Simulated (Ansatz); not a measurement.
# Molecular dynamics of BCl$_{2}$H$_{2}$

The input (input.yaml):

```yaml
crystal:
  periodic: [false, false, false]
  atoms:
    - { symbol: B, position_ang: [-0.004988, -0.000752, -0.101068] }
    - { symbol: H, position_ang: [-0.054631, -0.00187, 1.645724] }
    - { symbol: H, position_ang: [1.077367, 0.000811, -0.600239] }
    - { symbol: Cl, position_ang: [-1.497082, 0.0005, -0.926413] }
    - { symbol: Cl, position_ang: [-0.100963, 0.001311, 3.006997] }
magnetization:
  spin_polarized: true
  initial_magnetization: 1
basis:
  gaussian: { orbitals: def2-SVP }
hamiltonian:
  xc: { name: BHLYP }
md:
  timestep: 0.5
  n_steps: 200
  ensemble: nve
  temperature: 300.0
  initial_velocities: maxwell_boltzmann
  seed: 11585
```

Command:

```bash
$ ansatz run input.yaml --threads 1 --pin off --max-ram 2048MiB --backend cpu --events-out ev --progress --plain --runs-dir out
```

It starts at the highest image of a converged band. Of that band: A vibrational analysis at the climbing image gives 2 clearly imaginary modes (188i, 97i cm⁻¹): a point of higher order, so a lower path passes nearby.

Output, in part (one step line in 3, the closing report, with atoms numbered from 0):

```
md step     0: t =     0.00 fs  T =   300.0 K  F+E_penalty+E_count = -25744.02251130 eV  E_kin = 0.116334 eV  conserved = -25743.90617730 eV  (30 SCF iters)
md step     3: t =     1.50 fs  T =   270.5 K  F+E_penalty+E_count = -25744.01105186 eV  E_kin = 0.104891 eV  conserved = -25743.90616087 eV  (33 SCF iters)
md step     6: t =     3.00 fs  T =   202.9 K  F+E_penalty+E_count = -25743.98464809 eV  E_kin = 0.078692 eV  conserved = -25743.90595654 eV  (32 SCF iters)
md step     9: t =     4.50 fs  T =   163.7 K  F+E_penalty+E_count = -25743.96936896 eV  E_kin = 0.063483 eV  conserved = -25743.90588610 eV  (30 SCF iters)
md step    12: t =     6.00 fs  T =   173.4 K  F+E_penalty+E_count = -25743.97333499 eV  E_kin = 0.067250 eV  conserved = -25743.90608521 eV  (32 SCF iters)
md step    15: t =     7.50 fs  T =   173.0 K  F+E_penalty+E_count = -25743.97322826 eV  E_kin = 0.067073 eV  conserved = -25743.90615544 eV  (32 SCF iters)
md step    18: t =     9.00 fs  T =   134.6 K  F+E_penalty+E_count = -25743.95823400 eV  E_kin = 0.052192 eV  conserved = -25743.90604157 eV  (32 SCF iters)
md step    21: t =    10.50 fs  T =    89.7 K  F+E_penalty+E_count = -25743.94072975 eV  E_kin = 0.034785 eV  conserved = -25743.90594521 eV  (33 SCF iters)
md step    24: t =    12.00 fs  T =    71.4 K  F+E_penalty+E_count = -25743.93359261 eV  E_kin = 0.027682 eV  conserved = -25743.90591097 eV  (31 SCF iters)
md step    27: t =    13.50 fs  T =    93.4 K  F+E_penalty+E_count = -25743.94211931 eV  E_kin = 0.036209 eV  conserved = -25743.90591038 eV  (32 SCF iters)
md step    30: t =    15.00 fs  T =   154.3 K  F+E_penalty+E_count = -25743.96583498 eV  E_kin = 0.059841 eV  conserved = -25743.90599376 eV  (32 SCF iters)
md step    33: t =    16.50 fs  T =   223.4 K  F+E_penalty+E_count = -25743.99283115 eV  E_kin = 0.086631 eV  conserved = -25743.90620007 eV  (33 SCF iters)
md step    36: t =    18.00 fs  T =   239.2 K  F+E_penalty+E_count = -25743.99903998 eV  E_kin = 0.092772 eV  conserved = -25743.90626826 eV  (33 SCF iters)
md step    39: t =    19.50 fs  T =   196.8 K  F+E_penalty+E_count = -25743.98225860 eV  E_kin = 0.076324 eV  conserved = -25743.90593494 eV  (31 SCF iters)
md step    42: t =    21.00 fs  T =   197.9 K  F+E_penalty+E_count = -25743.98261951 eV  E_kin = 0.076731 eV  conserved = -25743.90588808 eV  (31 SCF iters)
md step    45: t =    22.50 fs  T =   255.3 K  F+E_penalty+E_count = -25744.00524551 eV  E_kin = 0.098996 eV  conserved = -25743.90624913 eV  (32 SCF iters)
md step    48: t =    24.00 fs  T =   262.1 K  F+E_penalty+E_count = -25744.00789605 eV  E_kin = 0.101631 eV  conserved = -25743.90626486 eV  (32 SCF iters)
md step    51: t =    25.50 fs  T =   200.1 K  F+E_penalty+E_count = -25743.98365272 eV  E_kin = 0.077606 eV  conserved = -25743.90604666 eV  (31 SCF iters)
md step    54: t =    27.00 fs  T =   136.0 K  F+E_penalty+E_count = -25743.95861655 eV  E_kin = 0.052726 eV  conserved = -25743.90589074 eV  (31 SCF iters)
md step    57: t =    28.50 fs  T =   125.1 K  F+E_penalty+E_count = -25743.95437804 eV  E_kin = 0.048516 eV  conserved = -25743.90586154 eV  (30 SCF iters)
md step    60: t =    30.00 fs  T =   177.7 K  F+E_penalty+E_count = -25743.97488573 eV  E_kin = 0.068901 eV  conserved = -25743.90598499 eV  (31 SCF iters)
md step    63: t =    31.50 fs  T =   248.4 K  F+E_penalty+E_count = -25744.00259504 eV  E_kin = 0.096329 eV  conserved = -25743.90626569 eV  (31 SCF iters)
md step    66: t =    33.00 fs  T =   252.3 K  F+E_penalty+E_count = -25744.00417659 eV  E_kin = 0.097834 eV  conserved = -25743.90634268 eV  (38 SCF iters)
md step    69: t =    34.50 fs  T =   189.1 K  F+E_penalty+E_count = -25743.97920102 eV  E_kin = 0.073344 eV  conserved = -25743.90585711 eV  (32 SCF iters)
md step    72: t =    36.00 fs  T =   201.8 K  F+E_penalty+E_count = -25743.98415233 eV  E_kin = 0.078238 eV  conserved = -25743.90591470 eV  (30 SCF iters)
md step    75: t =    37.50 fs  T =   272.3 K  F+E_penalty+E_count = -25744.01200197 eV  E_kin = 0.105581 eV  conserved = -25743.90642096 eV  (31 SCF iters)
md step    78: t =    39.00 fs  T =   250.4 K  F+E_penalty+E_count = -25744.00338429 eV  E_kin = 0.097112 eV  conserved = -25743.90627278 eV  (32 SCF iters)
md step    81: t =    40.50 fs  T =   162.8 K  F+E_penalty+E_count = -25743.96905354 eV  E_kin = 0.063121 eV  conserved = -25743.90593293 eV  (33 SCF iters)
md step    84: t =    42.00 fs  T =   117.8 K  F+E_penalty+E_count = -25743.95152541 eV  E_kin = 0.045696 eV  conserved = -25743.90582918 eV  (32 SCF iters)
md step    87: t =    43.50 fs  T =   152.4 K  F+E_penalty+E_count = -25743.96510487 eV  E_kin = 0.059081 eV  conserved = -25743.90602360 eV  (32 SCF iters)
md step    90: t =    45.00 fs  T =   198.7 K  F+E_penalty+E_count = -25743.98346226 eV  E_kin = 0.077063 eV  conserved = -25743.90639890 eV  (33 SCF iters)
md step    93: t =    46.50 fs  T =   153.0 K  F+E_penalty+E_count = -25743.96555037 eV  E_kin = 0.059314 eV  conserved = -25743.90623679 eV  (32 SCF iters)
md step    96: t =    48.00 fs  T =    88.5 K  F+E_penalty+E_count = -25743.93997715 eV  E_kin = 0.034320 eV  conserved = -25743.90565667 eV  (31 SCF iters)
md step    99: t =    49.50 fs  T =   161.8 K  F+E_penalty+E_count = -25743.96890391 eV  E_kin = 0.062744 eV  conserved = -25743.90615944 eV  (32 SCF iters)
md step   102: t =    51.00 fs  T =   238.0 K  F+E_penalty+E_count = -25743.99875444 eV  E_kin = 0.092289 eV  conserved = -25743.90646576 eV  (32 SCF iters)
md step   105: t =    52.50 fs  T =   206.8 K  F+E_penalty+E_count = -25743.98629586 eV  E_kin = 0.080205 eV  conserved = -25743.90609074 eV  (33 SCF iters)
md step   108: t =    54.00 fs  T =   168.1 K  F+E_penalty+E_count = -25743.97104695 eV  E_kin = 0.065202 eV  conserved = -25743.90584538 eV  (32 SCF iters)
md step   111: t =    55.50 fs  T =   205.5 K  F+E_penalty+E_count = -25743.98563102 eV  E_kin = 0.079689 eV  conserved = -25743.90594215 eV  (32 SCF iters)
md step   114: t =    57.00 fs  T =   284.8 K  F+E_penalty+E_count = -25744.01675247 eV  E_kin = 0.110428 eV  conserved = -25743.90632402 eV  (33 SCF iters)
md step   117: t =    58.50 fs  T =   286.0 K  F+E_penalty+E_count = -25744.01739146 eV  E_kin = 0.110922 eV  conserved = -25743.90646911 eV  (32 SCF iters)
md step   120: t =    60.00 fs  T =   191.7 K  F+E_penalty+E_count = -25743.98016465 eV  E_kin = 0.074334 eV  conserved = -25743.90583065 eV  (31 SCF iters)
md step   123: t =    61.50 fs  T =   186.1 K  F+E_penalty+E_count = -25743.97806066 eV  E_kin = 0.072154 eV  conserved = -25743.90590694 eV  (31 SCF iters)
md step   126: t =    63.00 fs  T =   250.5 K  F+E_penalty+E_count = -25744.00361458 eV  E_kin = 0.097139 eV  conserved = -25743.90647509 eV  (32 SCF iters)
md step   129: t =    64.50 fs  T =   217.6 K  F+E_penalty+E_count = -25743.99060263 eV  E_kin = 0.084377 eV  conserved = -25743.90622528 eV  (32 SCF iters)
md step   132: t =    66.00 fs  T =   141.0 K  F+E_penalty+E_count = -25743.96055332 eV  E_kin = 0.054696 eV  conserved = -25743.90585774 eV  (32 SCF iters)
md step   135: t =    67.50 fs  T =   139.8 K  F+E_penalty+E_count = -25743.96003266 eV  E_kin = 0.054199 eV  conserved = -25743.90583323 eV  (31 SCF iters)
md step   138: t =    69.00 fs  T =   221.8 K  F+E_penalty+E_count = -25743.99218436 eV  E_kin = 0.085998 eV  conserved = -25743.90618630 eV  (32 SCF iters)
md step   141: t =    70.50 fs  T =   270.3 K  F+E_penalty+E_count = -25744.01134273 eV  E_kin = 0.104808 eV  conserved = -25743.90653453 eV  (39 SCF iters)
md step   144: t =    72.00 fs  T =   202.6 K  F+E_penalty+E_count = -25743.98454659 eV  E_kin = 0.078553 eV  conserved = -25743.90599348 eV  (31 SCF iters)
md step   147: t =    73.50 fs  T =   183.8 K  F+E_penalty+E_count = -25743.97703886 eV  E_kin = 0.071265 eV  conserved = -25743.90577358 eV  (30 SCF iters)
md step   150: t =    75.00 fs  T =   269.1 K  F+E_penalty+E_count = -25744.01083053 eV  E_kin = 0.104334 eV  conserved = -25743.90649623 eV  (31 SCF iters)
md step   153: t =    76.50 fs  T =   257.8 K  F+E_penalty+E_count = -25744.00631602 eV  E_kin = 0.099956 eV  conserved = -25743.90636035 eV  (30 SCF iters)
md step   156: t =    78.00 fs  T =   165.0 K  F+E_penalty+E_count = -25743.96988194 eV  E_kin = 0.063990 eV  conserved = -25743.90589152 eV  (31 SCF iters)
md step   159: t =    79.50 fs  T =   136.7 K  F+E_penalty+E_count = -25743.95881473 eV  E_kin = 0.052999 eV  conserved = -25743.90581609 eV  (33 SCF iters)
md step   162: t =    81.00 fs  T =   198.2 K  F+E_penalty+E_count = -25743.98307221 eV  E_kin = 0.076856 eV  conserved = -25743.90621648 eV  (33 SCF iters)
md step   165: t =    82.50 fs  T =   220.5 K  F+E_penalty+E_count = -25743.99205266 eV  E_kin = 0.085487 eV  conserved = -25743.90656539 eV  (32 SCF iters)
md step   168: t =    84.00 fs  T =   125.8 K  F+E_penalty+E_count = -25743.95468468 eV  E_kin = 0.048789 eV  conserved = -25743.90589579 eV  (31 SCF iters)
md step   171: t =    85.50 fs  T =   112.2 K  F+E_penalty+E_count = -25743.94930143 eV  E_kin = 0.043516 eV  conserved = -25743.90578584 eV  (29 SCF iters)
md step   174: t =    87.00 fs  T =   206.7 K  F+E_penalty+E_count = -25743.98670049 eV  E_kin = 0.080143 eV  conserved = -25743.90655779 eV  (33 SCF iters)
md step   177: t =    88.50 fs  T =   191.8 K  F+E_penalty+E_count = -25743.98068691 eV  E_kin = 0.074394 eV  conserved = -25743.90629251 eV  (33 SCF iters)
md step   180: t =    90.00 fs  T =   119.1 K  F+E_penalty+E_count = -25743.95201160 eV  E_kin = 0.046200 eV  conserved = -25743.90581156 eV  (33 SCF iters)
md step   183: t =    91.50 fs  T =   139.0 K  F+E_penalty+E_count = -25743.95978741 eV  E_kin = 0.053917 eV  conserved = -25743.90587084 eV  (32 SCF iters)
md step   186: t =    93.00 fs  T =   231.5 K  F+E_penalty+E_count = -25743.99619068 eV  E_kin = 0.089776 eV  conserved = -25743.90641462 eV  (31 SCF iters)
md step   189: t =    94.50 fs  T =   230.9 K  F+E_penalty+E_count = -25743.99607664 eV  E_kin = 0.089546 eV  conserved = -25743.90653054 eV  (31 SCF iters)
md step   192: t =    96.00 fs  T =   134.7 K  F+E_penalty+E_count = -25743.95791020 eV  E_kin = 0.052223 eV  conserved = -25743.90568721 eV  (31 SCF iters)
md step   195: t =    97.50 fs  T =   171.6 K  F+E_penalty+E_count = -25743.97262337 eV  E_kin = 0.066526 eV  conserved = -25743.90609733 eV  (31 SCF iters)
md step   198: t =    99.00 fs  T =   236.8 K  F+E_penalty+E_count = -25743.99846719 eV  E_kin = 0.091828 eV  conserved = -25743.90663907 eV  (31 SCF iters)
md step   200: t =   100.00 fs  T =   197.0 K  F+E_penalty+E_count = -25743.98269411 eV  E_kin = 0.076377 eV  conserved = -25743.90631708 eV  (33 SCF iters)
Total energy: -25743.98284200 eV, -946.0739195453 hartree
Atom 0 at    -0.007078     0.047709    -0.405200 Å, force     1.139232    -0.102410     0.185520 eV/Å
Atom 1 at     0.361476     0.359647     2.056561 Å, force    -0.347179    -0.238883     0.712118 eV/Å
Atom 2 at     0.992199    -0.330947    -0.966797 Å, force    -0.207187     0.104531     0.185555 eV/Å
Atom 3 at    -1.544651    -0.006112    -1.074755 Å, force    -0.890361     0.001500    -0.314306 eV/Å
Atom 4 at    -0.062166    -0.007700     3.246821 Å, force     0.305494     0.235261    -0.768886 eV/Å
Dipole moment:     0.060064     0.034416    -0.442903 e Å
```

The run went to its last step. The conserved energy stayed within 0.12 meV per atom of its start (net change -0.028 meV per atom), so the integration is sound. A run of 0.1 ps of so small a system gives no equilibrium averages.

Between its relaxed ends the band would form H2–Cl5 and break B1–H2. These pairs go: H2–Cl5 1.36 → 1.32 Å, B1–H2 1.75 → 2.51 Å. In the last frame they stand as after the step (other bonds may differ from the relaxed reactants and products). It ends as BClH + ClH. Pairs count as bonded within 1.25 times the sum of covalent radii (0.12 Å more for H–H).

Last frame:

```xyz
5
Properties=species:S:1:pos:R:3
B -0.007 0.048 -0.405
H 0.361 0.360 2.057
H 0.992 -0.331 -0.967
Cl -1.545 -0.006 -1.075
Cl -0.062 -0.008 3.247
```

The run took 8.2 min on 1 thread of Arm Neoverse V1, on a shared host, peak memory 0.12 GiB.
